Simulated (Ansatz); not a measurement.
Relaxation of C4H6S (11 atoms, charge 0, multiplicity 1), to a largest force component of 0.02 eV/Å in at most 40 steps.

Method: Ansatz, RKS r2SCANh-D4/STO-3G.

```xyz
11
Properties=species:S:1:pos:R:3
C -0.645 1.693 -0.507
C -0.011 0.681 -0.075
C 0.042 -0.755 -0.546
C 0.565 -1.110 0.899
S 1.136 0.548 1.201
H -0.589 2.723 -0.044
H -1.336 1.645 -1.362
H -0.821 -1.213 -0.859
H 0.839 -0.952 -1.252
H 1.240 -1.918 0.987
H -0.355 -1.399 1.578
```

Task: Where does it end, and by what steps?

Result: The forces met the threshold. Limits of this set-up: minimal basis. After 7 steps the energy has fallen by 0.936 eV; H11 moved furthest, 0.59 Å.

```tsv
step	energy less start (eV)	largest force component (eV/Å)	accepted
0	0.0000	5.767	yes
1	-0.7990	1.163	yes
2	-0.8536	0.484	yes
3	-0.8571	1.373	yes
4	-0.9275	0.265	yes
5	-0.9336	0.231	yes
6	-0.9354	0.088	yes
7	-0.9359	0.009	yes
```

```xyz
11
Properties=species:S:1:pos:R:3
C -0.557 1.817 -0.650
C -0.100 0.737 -0.014
C -0.077 -0.752 -0.408
C 0.604 -1.214 0.925
S 0.682 0.508 1.567
H -0.493 2.816 -0.217
H -1.015 1.734 -1.637
H -1.079 -1.183 -0.562
H 0.530 -0.959 -1.303
H 1.590 -1.679 0.785
H -0.020 -1.882 1.536
```

Whether the end is a true minimum wasn't checked by a vibrational analysis.

The run took 31 s on 1 thread of Arm Neoverse V1 (shared host), peak memory 0.12 GiB.
